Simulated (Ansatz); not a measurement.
## Ansatz (development build ahead of 0.2.0) run

```yaml
crystal:
  periodic: [false, false, false]
  atoms:
    - { symbol: B, position_ang: [0.0, 0.0, -1.4433] }
    - { symbol: C, position_ang: [0.0, 0.0, 0.1973] }
    - { symbol: O, position_ang: [0.0, 0.0, 1.41976] }
    - { symbol: H, position_ang: [0.0, -1.27558, -1.77514] }
    - { symbol: H, position_ang: [-1.10468, 0.63779, -1.77514] }
    - { symbol: H, position_ang: [1.10468, 0.63779, -1.77514] }
basis:
  gaussian: { orbitals: cc-pVTZ }
hamiltonian:
  xc: hf
correlation:
  method: mp2
  frozen_orbitals: { B: 1, C: 1, H: 0, O: 1 }
```

The input is written out in the form of the current development build from the run's settings.

Output:

```yaml
Converged: yes
Reference_energy: -139.14773 hartree
Correlation_energy: -0.51362 hartree
Total_energy: -139.66136 hartree
Spin_squared_of_the_determinant: 0.000
```

Caution: no unrestricted run beside it, a lower state can exist.
